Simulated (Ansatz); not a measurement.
## Breaking a bond in BH3Cl− (SMILES [BH3-]Cl)

BH3Cl− has 5 atoms, charge -1, and is taken as a singlet. SMILES: `[BH3-]Cl`. The coordinates come from a GFN2-xTB relaxation.

```xyz
5

B     0.0824   -0.0479    0.1359
Cl   -0.8459    0.4965   -1.3970
H     1.2231   -0.2546   -0.2031
H    -0.4601   -1.0514    0.5327
H     0.0005    0.8574    0.9314
```

The B1–H5 distance is scanned; the parts on either side stay rigid. Basis STO-3G, 6 core orbitals frozen in the correlated methods; program Ansatz 0.2.0. FCI is exact within this basis and core. Energies in eV from each method's value at 1.208 Å; methods without a U are spin-restricted. The set has no diffuse functions, which an anion needs. The shape above is that at 1.208 Å.

```
distance (Å)  SVWN5  r2SCAN0  CAM-B3LYP  wB97M-V  BCCD(T)   FCI
       1.208   0.00     0.00       0.00     0.00     0.00  0.00
       1.510   0.94     1.03       1.00     0.99     0.89  0.89
       1.812   2.42     2.64       2.58     2.55     2.37  2.36
       2.416   4.97     5.47       5.42     5.38     4.76  4.75
       3.020   6.47     7.15       7.21     7.25     5.71  5.73
```

Departure from the FCI curve at its largest: SVWN5 +0.74 eV at 3.02 Å; r2SCAN0 +1.42 eV at 3.02 Å; CAM-B3LYP +1.48 eV at 3.02 Å; wB97M-V +1.52 eV at 3.02 Å; BCCD(T) -0.02 eV at 3.02 Å. Restricted functionals keep the electrons paired too, and rise too high.
